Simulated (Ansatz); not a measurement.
The input, for Ansatz 0.2.0:

```yaml
crystal:
  periodic: [false, false, false]
  atoms:
    - {symbol: Na, position_ang: [0.000000, 0.000000, 0.000000]}
    - {symbol: Na, position_ang: [0.000000, 0.000000, 3.152524]}
basis:
  gaussian: {orbitals: cc-pVDZ}
magnetization: {spin_polarized: false}
correlation: {method: bccd_t, electrons: outside_noble_gas}
```

```sh
$ ansatz run in.yaml --threads 1 --pin off --events-out ev --progress --plain --max-ram 2393MiB
```

The program prints:

```
334 factors; integrals over basis functions are off by at most 6.8e-4 eV
mean field evaluation 1: about -8808.4267 eV, gradient 1.1e0 eV
mean field evaluation 2: about -8808.4296 eV, gradient 1.2e0 eV
mean field evaluation 4: about -8808.4545 eV, gradient 3.2e-2 eV
mean field evaluation 8: about -8808.4544 eV, gradient 1.6e-6 eV
mean field -8808.45444163 eV, -323.7047301449 hartree, gradient 1.7e-6 eV, S^2 0.000000; 0 other end points of the search recorded, 0 dependent functions left out; unrestricted orbitals would lower it
mean field evaluation 16: about -8808.4783 eV, gradient 4.4e0 eV
10 core orbitals not correlated: weight in the atoms' cores, before any rotation towards them, 1.000 or more for the frozen orbitals, at most 0.000 for the correlated occupied ones
reference -8808.45444163 eV, -323.7047301449 hartree; 1, 1 occupied and 25, 25 virtual orbitals, 334 factors
second order -0.46922175 eV of doubles, -0.00000000 eV of singles
cycle   1  -0.59940476 eV  change   -1.3e-1 eV  update   6.8e-2
cycle   2  -0.70953968 eV  change   -1.1e-1 eV  update   3.6e-2
cycle   3  -0.71434778 eV  change   -4.8e-3 eV  update   6.6e-3
cycle   4  -0.71737197 eV  change   -3.0e-3 eV  update   2.7e-3
cycle   5  -0.71708247 eV  change    2.9e-4 eV  update   8.1e-4
cycle   6  -0.71694004 eV  change    1.4e-4 eV  update   2.5e-4
cycle   7  -0.71701829 eV  change   -7.8e-5 eV  update   8.6e-5
cycle   8  -0.71697014 eV  change    4.8e-5 eV  update   2.7e-5
cycle   9  -0.71698904 eV  change   -1.9e-5 eV  update   8.1e-6
cycle  10  -0.71698332 eV  change    5.7e-6 eV  update   3.0e-6
cycle  11  -0.71698397 eV  change   -6.5e-7 eV  update   6.1e-7
perturbative correction -0.00000000 eV, -0.0000000001 hartree
Total energy: -8809.17142560 eV, -323.7310788200 hartree
```

For the same geometry and basis full CI lies 0.0 meV lower.

Ran on 1 thread of Arm Neoverse V1, shared host: 0.3 s wall, 0.07 GiB peak host memory.
